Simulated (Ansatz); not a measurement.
**C6H6, singlet: CASSCF and its corrections**

Program: Ansatz, Gaussian basis, development build; NEVPT3, NEVPT4(SD), MRCISD by development code. Basis cc-pVTZ, nonrelativistic, 6 orbitals frozen in the corrections. State-specific CASSCF; RHF is the lowest restricted (open-shell) Hartree–Fock solution met. No symmetry is imposed, so a solution can break that of the shape. The lowest solution met needn't be the lowest there is, nor hold the orbitals that a chemist would pick.

Geometry:

```json
{"atom": "C", "x (Å)": "0.0000", "y (Å)": "0.0000", "z (Å)": "1.3952"}
{"atom": "C", "x (Å)": "0.0000", "y (Å)": "1.2083", "z (Å)": "0.6976"}
{"atom": "C", "x (Å)": "0.0000", "y (Å)": "1.2083", "z (Å)": "-0.6976"}
{"atom": "C", "x (Å)": "0.0000", "y (Å)": "0.0000", "z (Å)": "-1.3952"}
{"atom": "C", "x (Å)": "0.0000", "y (Å)": "-1.2083", "z (Å)": "-0.6976"}
{"atom": "C", "x (Å)": "0.0000", "y (Å)": "-1.2083", "z (Å)": "0.6976"}
{"atom": "H", "x (Å)": "0.0000", "y (Å)": "0.0000", "z (Å)": "2.4824"}
{"atom": "H", "x (Å)": "0.0000", "y (Å)": "2.1498", "z (Å)": "1.2412"}
{"atom": "H", "x (Å)": "0.0000", "y (Å)": "2.1498", "z (Å)": "-1.2412"}
{"atom": "H", "x (Å)": "0.0000", "y (Å)": "0.0000", "z (Å)": "-2.4824"}
{"atom": "H", "x (Å)": "0.0000", "y (Å)": "-2.1498", "z (Å)": "-1.2412"}
{"atom": "H", "x (Å)": "0.0000", "y (Å)": "-2.1498", "z (Å)": "1.2412"}
```

(1) What do CASSCF and its corrections give against RHF in CAS(6,6), and what are the occupations?

(2) How do single-reference totals in the same basis and frozen core stand against SC-NEVPT2 in CAS(6,6)?

(3) Roughly how much CPU time does a whole run from the default start take (median of such runs, summed over threads; nearly all runs on one pinned thread of a shared server, mostly Xeon at 2.3 to 2.6 GHz, by a development driver)?

Results:

(1) CASSCF -1.952 eV, SC-NEVPT2 -25.848 eV, FIC-NEVPT2 -25.867 eV, NEVPT3 -26.752 eV, NEVPT4(SD) -27.474 eV, MRCISD -22.420 eV; occupations 1.96, 1.90, 1.90, 0.10, 0.10, 0.04. The MRCI reference weight is 0.837.

(2) CCSD(T) -2.100 eV. Coupled cluster stands on the determinant that it favours, which can lie over the RHF solution above, and is in doubt where the occupations are far from 0, 1 and 2.

(3) CAS(6,6): about 5.4 min. Other jobs ran beside these, and the count of passes differs.
